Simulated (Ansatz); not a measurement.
The first iterations of a band of CH$_{4}$BS (7 atoms, charge 0, multiplicity 2).

The calculation used Ansatz 0.2.0, UKS B3LYP-D4/def2-SVP.

- movable images: 7
- climbing image: yes
- spring: 5.0 eV/Å²
- optimiser: fire
- start path: IDPP
- force threshold: 0.05 eV/Å
- iteration limit: 60
- end points: relaxed

Initial state:

```xyz
7
Properties=species:S:1:pos:R:3
B -1.141 0.269 -0.932
C -0.045 -0.017 0.116
S 1.664 -0.041 -0.556
H -2.329 0.336 -0.740
H -0.299 -0.985 0.593
H -0.150 0.749 0.910
H 2.300 -0.310 0.610
```

Final state:

```xyz
7
Properties=species:S:1:pos:R:3
B -1.492 0.110 -0.343
C -0.133 -0.124 0.344
S 1.337 0.083 -0.762
H -1.785 0.571 -1.415
H -0.113 -1.109 0.842
H -0.107 0.624 1.163
H 2.291 -0.155 0.171
```

| iteration | highest image above the first end (eV) | largest band force component (eV/Å) |
| --- | --- | --- |
| 1 | 0.395 | 0.594 |
| 2 | 0.378 | 0.473 |
| 3 | 0.360 | 0.473 |
| 4 | 0.345 | 0.434 |
| 5 | 0.334 | 0.427 |
| 6 | 0.331 | 0.207 |

Problem. Does the band converge within its limit, and where does its top end?

Solution. The run converged. It ended after 19 iterations with the highest image 0.324 eV above the first end. Another band between the same ends (7 images) ends at a top of the same energy, where a vibrational analysis finds 1 clearly imaginary mode.

Run time: 5.5 min on 1 CPU thread of a shared host.
